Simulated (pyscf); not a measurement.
Optimised with ωB97X-D3(BJ)/def2-SVP in PySCF.

Problem. Estimate the classical barrier height and the reaction energy of `[OH][Ga]([OH])[F]` + `[ClH]` → `[OH][Ga]([OH])[Cl]` + `[FH]` at ωB97M-D3(BJ)/def2-TZVP. The step runs on the singlet surface, breaks F–Ga, Cl–H and forms Cl–Ga, F–H; take the separated reactants as zero.

Solution. ΔE‡ = -0.15 eV, ΔE = -0.32 eV. Zero-point energy shifts the barrier by 0.00 eV. It is a four-centre exchange, with an imaginary mode of 409i cm⁻¹. On the reactant side the descent ends in an adduct with a Cl–Ga contact, 0.39 eV under the separated species and 0.13 eV under the saddle at ωB97X-D3(BJ)/def2-TZVP. On the product side the descent ends in an adduct with a F–Ga contact, 0.40 eV under the separated species and 0.54 eV under the saddle at ωB97X-D3(BJ)/def2-TZVP. At ωB97M-D3(BJ) the saddle lies under the separated reactants, which points to a path from their complex (located at ωB97X-D3(BJ) alone). What is counted as formed (Cl–Ga) is already present as a longer contact in the reactant adduct; forming that adduct is a step of its own. What is counted as broken (F–Ga) persists as a longer contact in the product adduct; parting that adduct is a step of its own. At ωB97X-D3(BJ) the barrier from the zero used here is -0.26 eV. One saddle was located; it need not be the lowest between these sides. Elements up to Kr have no core potential and no relativistic terms here.
